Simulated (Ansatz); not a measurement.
A calculation with Ansatz (development build ahead of 0.2.0).

```yaml
crystal:
  periodic: [false, false, false]
  atoms:
    - { symbol: "N", position_ang: [0.0, 0.0, -0.33998] }
    - { symbol: O, position_ang: [0.0, 1.18036, 0.14874] }
    - { symbol: O, position_ang: [0.0, -1.18036, 0.14874] }
basis:
  gaussian: { orbitals: def2-TZVP }
magnetization:
  spin_polarized: true
  initial_magnetization: 1
hamiltonian:
  xc: hf
correlation:
  method: mp2
  frozen_orbitals: { "N": 1, O: 1 }
```

The input is written out in the form of the current development build from the run's settings.

The run gave:

- Converged: yes
- Reference energy: -204.08767 hartree
- Correlation energy: -0.62701 hartree
- Total energy: -204.71469 hartree
- Spin squared of the determinant: 1.247

Caution: the unrestricted determinant is spin contaminated.
